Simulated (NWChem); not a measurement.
System: methanethiol (CH4S); SMILES CS

Results from NWChem. Pople sets run with spherical d functions. Medium grid unless said otherwise, to which SCAN and Minnesota functionals are sensitive. Coordinates come from a PBE-D3(BJ)/def2-SVP optimisation. Level r2SCAN/6-31G*: single points from the atomic guess with DIIS by default; each run changes one setting, and all converged runs end within 0.3 mHa of each other.

```json
[
 {"setting": "defaults", "SCF iterations": "8"},
 {"setting": "no DIIS, 40 % damping", "SCF iterations": "14"},
 {"setting": "no level shifting", "SCF iterations": "8"},
 {"setting": "70 % damping for 30 cycles", "SCF iterations": "27"},
 {"setting": "DIIS on 3 Fock matrices", "SCF iterations": "8"},
 {"setting": "level shift of 0.5 Ha throughout", "SCF iterations": "11"}
]
```
